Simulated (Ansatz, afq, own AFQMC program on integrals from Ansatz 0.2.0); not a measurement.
Where AFQMC and coupled cluster stand for TaCl⁺, octet

```xyz
2

Ta    0.0000    0.0000    0.0000
Cl    0.0000    0.0000    2.8752
```

Basis def2-SVP with its core potentials. Noble-gas cores (and the filled d shells of Ga–Kr and In–Xe) are frozen. AFQMC by an in-house program on the Cholesky factors that Ansatz 0.2.0 writes for its CCSD(T) run. The CISD trial takes its coefficients from CCSD amplitudes. Released means that phaseless walkers are propagated on without the constraint, phases kept. Free AFQMC starts from the CCSD state and is never constrained. Its projection time is finite, and what remains of the start isn't in its error. ± is one standard error of the sampling. No spin–orbit coupling. The metal's outer-core s and p shells are frozen, which shifts wave-function levels against functionals.

Determinant: UHF, the one that the program's search chose, which needn't be the lowest solution. The geometry is a PBE0/def2-TZVP stationary point of this or a neighbouring charge and spin state.

No full CI on the walks' own integrals is used here; CCSDT(Q) serves as the reference and is uncertain by about the last step of the cluster series.

Cautions: no spin-orbit coupling; outer-core shells of the metal frozen; another spin lies lower (by 7.28 eV).

The T1 diagnostic is 0.0080. The weight of the determinant in the CISD state is 0.924, the ⟨S²⟩ of the determinant is 15.761 and the size of the correlated space is 11 electrons in 41 orbitals.

```tsv
level	correlation energy (eV)
MP2	-3.5207
CCSD	-4.2417
CCSD(T)	-4.2954
```

Q: Estimate where AFQMC with the constraint released lies against CCSD(T) on the same integrals.

A: 1.9 ± 0.8 kJ/mol below CCSD(T).

Reference: CCSDT(Q), correlation energy -4.313 eV. The released energy is read at 1.62 1/Eh, later times being too noisy (meV from the phaseless value at times in 1/Eh: -2 ± 6 at 0.24, -3 ± 6 at 0.51, -24 ± 8 at 0.99, -24 ± 8 at 1.62, -17 ± 13 at 2.40).

| level | E − E(reference) (kJ/mol) | share of correlation (%) |
| --- | --- | --- |
| CCSD(T) | 1.7 | 99.59 |
| CCSDT | 0.4 | 99.91 |
| ph-AFQMC/HF | 20.9 ± 2.8 | 94.98 |
| ph-AFQMC/CISD | 2.1 ± 0.5 | 99.49 |
| released AFQMC | -0.2 ± 0.8 | 100.05 |
| free AFQMC | 0.4 ± 0.6 | 99.91 |

Free projections are given only where their last times agree within the noise and don't stop above the reference; a slow remainder of the start can still hide under it. A walk keeps the symmetry of its determinant, which the program's search chose and which needn't be the lowest solution, so a lower state of the same spin and another symmetry isn't excluded. Released energies are given only where the last usable release times agree within the noise; a slower fall can still hide under it.
